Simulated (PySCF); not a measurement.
Compound: methyl ethyl formamide, C4H9NO.
Z-matrix (Å and degrees, GFN2-xTB geometry), rows numbered from 1:
```
C 
C   1  1.5282
N   2  1.4437  1  112.46
C   3  1.4441  2  117.88  1   -79.36
C   3  1.3433  2  122.32  1    97.07
O   5  1.2081  3  125.61  2  -177.61
H   1  1.0868  2  110.85  3    62.26
H   1  1.0865  2  109.83  3  -177.88
H   1  1.0874  2  110.11  3   -58.05
H   2  1.0933  1  109.42  3   120.53
H   2  1.0946  1  109.81  3  -120.80
H   4  1.0884  3  107.59  2  -178.12
H   4  1.0916  3  111.05  2    62.40
H   4  1.0920  3  110.34  2   -58.64
H   5  1.1066  3  111.99  2     3.04
```

Method: TDDFT wB97X-D/def2-SVPD, vertical, gas phase, core orbitals frozen in the response (PySCF).

Computed states:

| state | E (eV) | f |
| --- | --- | --- |
| S1 | 5.82 | 0.0015 |
| S2 | 7.01 | 0.192 |
| S3 | 7.16 | 0.043 |
| S4 | 7.72 | 0.049 |
| S5 | 7.94 | 0.018 |
| S6 | 8.15 | 0.069 |
| S7 | 8.25 | 0.0022 |
| S8 | 8.48 | 0.064 |

Broadening: Gaussians 0.25 eV wide at half height, area fixed by f = 4.319×10⁻⁹ ∫ε dν̃. The cross-section is σ = 3.8235×10⁻²¹ ε cm², given in Mb (10⁻¹⁸ cm²). The width is an assumption, not a result. The curve ends short of the highest state used, and states not computed would add to its high-energy end.

Question: Give the broadened spectrum and its maxima.

Answer: 
E (eV), σ (Mb) and a bar:
```
     5.44       0.00 
     5.53       0.02 
     5.61       0.09 
     5.70       0.33 
     5.78       0.59 
     5.86       0.58 
     5.95       0.29 
     6.03       0.09 
     6.12       0.01 
     6.20       0.00 
     6.29       0.00 
     6.37       0.00 
     6.45       0.00 
     6.54       0.01 
     6.62       0.11 
     6.71       1.63 #
     6.79      10.04 ####
     6.87      35.32 #############
     6.96      75.23 ###########################
     7.04      84.75 ##############################
     7.13      57.11 ####################
     7.21      28.30 ##########
     7.30       9.09 ###
     7.38       2.35 #
     7.46       1.46 #
     7.55       6.07 ##
     7.63      14.82 #####
     7.72      21.20 ########
     7.80      18.04 ######
     7.88      13.61 #####
```

Maxima: 213 nm (5.82 eV), ε about 160, made up of S1 (100%); 177 nm (7.02 eV), ε about 23000, made up of S2 (92%); 160 nm (7.73 eV), ε about 5600, made up of S4 (96%) (ε in L mol⁻¹ cm⁻¹; maxima over ε = 5, shares over 10%).

Question: What would ε be at 7.02 eV, the highest of these maxima, with half the width (0.125 eV)?

Answer: About 40400 L mol⁻¹ cm⁻¹ against 22500, a factor of about 1.8; a lone state at its own centre would give exactly 2.

Question: Coming from long wavelengths, where does ε first pass 100 L mol⁻¹ cm⁻¹?

Answer: At about 217 nm (5.71 eV), 0.10 eV below S1.

Question: On this curve, what absorbance would a 10⁻³ mol/L sample give at 222 nm over a 1 cm path?

Answer: 222 nm is 5.585 eV, where ε is about 14 L mol⁻¹ cm⁻¹, so A = ε c l ≈ 0.014 (Beer–Lambert, with the gas-phase spectrum and the assumed width).

One conformer stands for the species.
